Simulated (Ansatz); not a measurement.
**AlHF+ (singlet): the correlation ladder, 6-31G**

How much of the correlation energy of AlHF+ (singlet) does each wave-function method recover here?

The runs use Ansatz 0.2.0, Gaussian basis; 6-31G, core rule «outside noble gas», up to 6 orbitals frozen.

To be run: UHF; CCSD(T) on RHF; BCCD(T) on RHF; CISD; CCSDT(Q) on RHF; CCSDTQ on RHF; Full CI.

12 further runs of the same task are left out: 10 for a known fault of the program, 2 set aside as unsound or not needed.

### 1 What is computed

The geometry is a PBE0/def2-TZVP stationary point (not a proven minimum) of the parent state, kept for this charge and spin.

3 atoms, charge 1, spin multiplicity 1.

Atoms are counted from 1 here; the program's logs count them from 0.

Bond lengths: Al1–F2 1.656 Å, Al1–H3 1.607 Å. Angles: F2–Al1–H3 115.4°.

### 2 UHF

in.yaml

```yaml
crystal:
  periodic: [false, false, false]
  atoms:
    - {symbol: Al, position_ang: [0.000000, -0.115297, 0.645226]}
    - {symbol: F, position_ang: [0.000000, 0.098231, -0.996846]}
    - {symbol: H, position_ang: [0.000000, 1.234843, 1.517246]}
basis:
  gaussian: {orbitals: 6-31G}
total_charge: 1
magnetization: {spin_polarized: true, initial_magnetization: 0}
hamiltonian: {xc: hf}
output: {orbitals: {seedname: orbitals}}
```

Run with:

```sh
$ ansatz run in.yaml --threads 1 --pin off --events-out ev --progress --plain --max-ram 4096MiB --backend cpu
```

The runs that follow: CCSD(T) on RHF; BCCD(T) on RHF; CISD; CCSDT(Q) on RHF; CCSDTQ on RHF; Full CI.

Q: Predict the results of all the runs planned. Wanted: FCI below the RHF energy; RMP2 from FCI; RCCSD from FCI; RCCSD(T) from FCI; RCCSDT(Q) from FCI; T1 diagnostic; effectively unpaired electrons.

**Answer**, as computed:

| quantity | value |
| --- | --- |
| FCI below the RHF energy | -4.7162 eV |
| RMP2 from FCI | +30.8 kJ/mol |
| RCCSD from FCI | +10.9 kJ/mol |
| RCCSD(T) from FCI | +2.0 kJ/mol |
| RCCSDT(Q) from FCI | -0.5 kJ/mol |
| levels within 1 kcal/mol (43 meV) | RCCSD(T), BCCD(T), RCCSDT, RCCSDT(Q), RCCSDTQ |
| T1 diagnostic | 0.027 |
| effectively unpaired electrons | 0.05 |

What this shows: RCCSD(T) lands +2.0 kJ/mol from the yardstick (0.4 % of the correlation energy). RCCSDT(Q) falls below full CI, which methods that aren't variational can do. One determinant dominates. These misses are within one basis, not against nature.
